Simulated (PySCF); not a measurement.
# C₃H₃N₃: magnetic properties

The task here is to estimate one member of a computed series from the others.

Computed with PySCF 2.14.0 and routines of our own; the level stands in each step. Atoms count from 0.

## The starting structure

9 atoms, charge 0, multiplicity 1; geometry from: GFN2-xTB.

Set-up of the first run:

The job: settings as JSON, then the geometry in Å.

```
{"job": {"xc": "PBE0", "basis": "def2-SVP", "d3": "d3bj", "grid": 1, "kind": "geom"}, "charge": 0, "multiplicity": 1}
C      1.154624    -0.539589    -0.197011
N      0.099437    -1.336126    -0.173266
C     -1.058754    -0.727143    -0.363486
N     -1.213986     0.569959    -0.568374
C     -0.091329     1.268498    -0.571822
N      1.119013     0.768150    -0.389975
H      2.125801    -0.994273    -0.045184
H     -1.951750    -1.339623    -0.349247
H     -0.169494     2.336141    -0.735684
```

Started as:

```console
OMP_NUM_THREADS=1 python excited_run.py task.json out
```

The driver reads the jobs from task.json and runs them one after another.

Steps of the session up to this table: Geometry optimisation at PBE0-D3(BJ)/def2-SVP; Magnetic properties: GIAO B97-2/aug-pcSseg-1; Magnetic properties: GIAO revPBE/aug-pcSseg-1; Magnetic properties: GIAO B3LYP/pcSseg-1; Magnetic properties: GIAO B3LYP/def2-SVP; Magnetic properties: GIAO B3LYP/pcSseg-0; Magnetic properties: GIAO B3LYP/aug-cc-pVDZ.

One table of the session follows, with a row left open; its other results are not shown here.

It belongs to the step «Magnetic properties side by side». 

| level | gap (eV) |
| --- | --- |
| GIAO B97-2/aug-pcSseg-1 | 6.12 |
| GIAO revPBE/aug-pcSseg-1 | 3.88 |
| GIAO B3LYP/pcSseg-1 | 5.96 |
| GIAO B3LYP/def2-SVP | 5.93 |
| GIAO B3LYP/pcSseg-0 | ? |
| GIAO B3LYP/aug-cc-pVDZ | 5.95 |

Estimate the missing values for GIAO B3LYP/pcSseg-0.

The run gave: gap (eV): 5.63. In the column «gap (eV)» it lies between GIAO revPBE/aug-pcSseg-1 (3.88) and GIAO B3LYP/def2-SVP (5.93).

Limits of these values: Vibrational averaging and real surroundings are missing from these values.
